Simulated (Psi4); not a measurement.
Psi4 input (wB97X-D/6-311+G**):

```
memory 1500 MB

molecule {
0 2
C    -0.05597168    1.17374823   -0.34374154
O    -0.24944197    0.11586462    0.47547716
C     0.18257024   -1.13520039   -0.03911133
H     0.70352290    1.10180967   -1.11412819
H    -0.33963666    2.12104925    0.08788748
H     0.00612759   -1.87648924    0.73690867
H    -0.38403480   -1.39909118   -0.93654013
H     1.24996536   -1.10548243   -0.28082782
symmetry c1
no_reorient
no_com
}

set {
  basis 6-311+G**
  reference uks
  scf_type pk
  dft_radial_points 99
  dft_spherical_points 590
  e_convergence 1e-8
  d_convergence 1e-7
  maxiter 150
}

e = energy('wb97x-d')
print_out(f'\nFINAL {e:.10f} DIPOLE {variable("CURRENT DIPOLE")[0]:.6f} {variable("CURRENT DIPOLE")[1]:.6f} {variable("CURRENT DIPOLE")[2]:.6f}\n')
```

From the last part of the output:

```
  HONO-1 :   12  A 1.9989549
  HONO-0 :   13  A 1.0000000
  LUNO+0 :   14  A 0.0010451
  LUNO+1 :   15  A 0.0005345
  LUNO+2 :   16  A 0.0002309
  LUNO+3 :   17  A 0.0001158

Computation Completed

Properties will be evaluated at   0.000000,   0.000000,   0.000000 [a0]

Properties computed using the SCF density matrix

 Multipole Moments:

 ------------------------------------------------------------------------------------
     Multipole            Electronic (a.u.)      Nuclear  (a.u.)        Total (a.u.)
 ------------------------------------------------------------------------------------

 L = 1.  Multiply by 2.5417464519 to convert [e a0] to [Debye]
 Dipole X            :          0.3726818           -0.0000000            0.3726818
 Dipole Y            :         -0.3804634            0.0000001           -0.3804633
 Dipole Z            :         -0.2861745            0.0000001           -0.2861743
 Magnitude           :                                                    0.6045988

 ------------------------------------------------------------------------------------

FINAL -154.3565852514 DIPOLE 0.372682 -0.380463 -0.286174

*** Psi4 exiting successfully. Buy a developer a beer!
```
